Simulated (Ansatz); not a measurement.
Input file:

```yaml
crystal:
  periodic: [false, false, false]
  atoms:
    - {symbol: B, position_ang: [0.000000, -0.342826, 2.296381]}
    - {symbol: Ga, position_ang: [0.000000, 0.098129, 0.439441]}
    - {symbol: Cl, position_ang: [0.000000, -0.089117, -1.661752]}
    - {symbol: H, position_ang: [0.000000, 0.023715, 3.421568]}
basis:
  gaussian: {orbitals: cc-pVDZ, fitting: {mean_field: def2-universal-jkfit}}
total_charge: 1
magnetization: {spin_polarized: true, initial_magnetization: 3}
hamiltonian: {xc: hf}
output: {forces: true, orbitals: {seedname: orbitals}}
```

```sh
$ ansatz run in.yaml --threads 1 --pin off --events-out ev --progress --plain --max-ram 2393MiB
```

Log:

```
487 factors; integrals over basis functions are off by at most 2.5e-1 eV
mean field evaluation 1: about -65509.6194 eV, gradient 1.6e1 eV
mean field evaluation 2: about -65511.5744 eV, gradient 9.0e0 eV
mean field evaluation 4: about -65512.4341 eV, gradient 1.3e0 eV
mean field evaluation 8: about -65512.5649 eV, gradient 1.3e-1 eV
mean field evaluation 16: about -65512.4407 eV, gradient 2.0e-1 eV
mean field evaluation 32: about -65511.2319 eV, gradient 3.0e-1 eV
mean field evaluation 64: about -65512.1414 eV, gradient 4.3e0 eV
mean field evaluation 96: about -65509.8828 eV, gradient 1.7e0 eV
mean field evaluation 128: about -65511.2370 eV, gradient 1.6e-3 eV
mean field -65512.56607630 eV, -2407.5423972919 hartree, gradient 1.8e-5 eV, S^2 3.761295; 5 other end points of the search recorded, 0 dependent functions left out
the calculation of the forces begins
reference -65512.56607630 eV, -2407.5423972919 hartree; 28, 25 occupied and 36, 39 virtual orbitals, 487 factors
Total energy: -65512.56607630 eV, -2407.5423972919 hartree
Atom 0 at     0.000000    -0.342826     2.296381 Å, force    -0.000000    -1.640263     1.762576 eV/Å
Atom 1 at     0.000000     0.098129     0.439441 Å, force     0.000000     0.987242    -2.704564 eV/Å
Atom 2 at     0.000000    -0.089117    -1.661752 Å, force     0.000000    -0.032949     0.741583 eV/Å
Atom 3 at     0.000000     0.023715     3.421568 Å, force    -0.000000     0.685970     0.200404 eV/Å
Dipole moment:     0.000000     0.079908     0.813760 e Å
```

Forces (eV/Å):
```
B    0.000 -1.640  1.763
Ga   0.000  0.987 -2.705
Cl   0.000 -0.033  0.742
H    0.000  0.686  0.200
```

Ran on 1 thread of Arm Neoverse V1, shared host: 6.5 s wall, 0.27 GiB peak host memory.
